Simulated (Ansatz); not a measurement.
Results of LDA (PAW; Ansatz, a first-principles code) for rock-salt ZrC.

Numerical settings: plane-wave cutoff 520 eV, 16×16×16 k mesh, Fermi–Dirac smearing 0.1 eV, perturbation theory, scalar-relativistic PAW data made under PBE.

The cell has the measured lattice parameters. Conventional cell: a = 4.6920 Å, b = 4.6920 Å, c = 4.6920 Å, α = 90.00°, β = 90.00°, γ = 90.00°.

Harmonic phonon frequencies (cm⁻¹; i marks an imaginary mode):

```csv
q point,frequencies
Γ,0 0 0 421 421 421
X,207 207 258 452 452 531
U,?
L,181 181 320 512 512 651
```

Task: Some entries are withheld; supply them.

Result: 
- U, frequencies: 201 247 257 484 527 564

No imaginary mode appears at these points.

Note: the cell isn't this level's own, so it is under some stress, which shifts stiffness and frequencies.
